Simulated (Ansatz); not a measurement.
in.yaml

```yaml
crystal:
  periodic: [false, false, false]
  atoms:
    - {symbol: Al, position_ang: [0.000000, 0.000000, 0.313313]}
    - {symbol: Al, position_ang: [0.000000, 0.000000, -2.363625]}
    - {symbol: H, position_ang: [0.000000, 0.000000, 2.050313]}
basis:
  gaussian: {orbitals: cc-pVDZ}
magnetization: {spin_polarized: false, initial_magnetization: 1}
correlation: {method: fic_mrcisd_q, electrons: outside_noble_gas, active_space: {window: {electrons: 3, orbitals: 3}}}
```

```sh
$ ansatz run in.yaml --threads 1 --pin off --events-out ev --progress --plain --max-ram 2393MiB
```

Output:

```
406 factors; integrals over basis functions are off by at most 9.3e-4 eV
mean field evaluation 1: about -13178.9188 eV, gradient 7.4e0 eV
mean field evaluation 2: about -13178.9270 eV, gradient 7.4e0 eV
mean field evaluation 4: about -13179.5273 eV, gradient 9.8e-1 eV
mean field evaluation 8: about -13179.5484 eV, gradient 2.3e-1 eV
mean field evaluation 16: about -13179.3920 eV, gradient 2.8e0 eV
mean field evaluation 32: about -13179.5360 eV, gradient 7.4e-1 eV
mean field -13179.55187551 eV, -484.3395980038 hartree, gradient 2.9e-6 eV, S^2 0.750000; 4 other end points of the search recorded, 0 dependent functions left out
reference -13179.55187551 eV, -484.3395980038 hartree; 14, 13 occupied and 27, 28 virtual orbitals, 406 factors
state -13179.98960249 eV, -484.3556841738 hartree
contracted CI cycle   1: correlation 0.00000000 eV, 0.0000000000 hartree, residual 9.51e0 eV
contracted CI cycle   2: correlation -2.79166362 eV, -0.1025917460 hartree, residual 1.98e0 eV
contracted CI cycle   3: correlation -2.93207371 eV, -0.1077517215 hartree, residual 7.97e-1 eV
contracted CI cycle   4: correlation -2.95200877 eV, -0.1084843212 hartree, residual 3.47e-1 eV
...
contracted CI cycle   2: correlation -2.86941540 eV, -0.1054490711 hartree, residual 2.01e0 eV
contracted CI cycle   3: correlation -3.03137747 eV, -0.1114010672 hartree, residual 7.20e-1 eV
contracted CI cycle   4: correlation -3.05238833 eV, -0.1121732022 hartree, residual 2.85e-1 eV
contracted CI cycle   5: correlation -3.05520798 eV, -0.1122768225 hartree, residual 1.05e-1 eV
contracted CI cycle   6: correlation -3.05559399 eV, -0.1122910078 hartree, residual 4.36e-2 eV
contracted CI cycle   7: correlation -3.05565759 eV, -0.1122933452 hartree, residual 1.77e-2 eV
contracted CI cycle   8: correlation -3.05566817 eV, -0.1122937340 hartree, residual 7.52e-3 eV
contracted CI cycle   9: correlation -3.05567014 eV, -0.1122938065 hartree, residual 3.18e-3 eV
contracted CI cycle  10: correlation -3.05567051 eV, -0.1122938202 hartree, residual 1.43e-3 eV
contracted CI cycle  11: correlation -3.05567058 eV, -0.1122938225 hartree, residual 5.68e-4 eV
state -13179.87164562 eV, -484.3513493387 hartree; corrected -13183.31061926 eV, -484.4777292890 hartree
state -13179.98960249 eV, -484.3556841738 hartree; corrected -13183.32731427 eV, -484.4783428191 hartree
Total energy: -13183.32731427 eV, -484.4783428191 hartree
```

For the same geometry and basis UCCSDT(Q) lies 23.5 meV higher.

Ran on 1 thread of Intel Xeon Platinum 8488C, shared host: 1.5 s wall, 0.11 GiB peak host memory.
